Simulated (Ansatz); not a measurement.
Input for Ansatz (development build ahead of 0.2.0):

```yaml
crystal:
  periodic: [false, false, false]
  atoms:
    - { symbol: O, position_ang: [0.0, -0.00027, -1.29799] }
    - { symbol: C, position_ang: [0.0, -7.0e-05, -0.16761] }
    - { symbol: S, position_ang: [0.0, 0.00035, 1.46561] }
basis:
  gaussian: { orbitals: def2-SVP }
total_charge: 1
magnetization:
  spin_polarized: true
  initial_magnetization: 1
hamiltonian:
  xc: hf
correlation:
  method: ccsd_t
  frozen_orbitals: { C: 1, O: 1, S: 5 }
```

The input is written out in the form of the current development build from the run's settings.

Output:

| Item | Value |
| --- | --- |
| Converged | yes |
| Reference energy | -509.69281 hartree |
| Correlation energy | -0.43373 hartree |
| Total energy | -510.12654 hartree |
| Stability test | minimum |
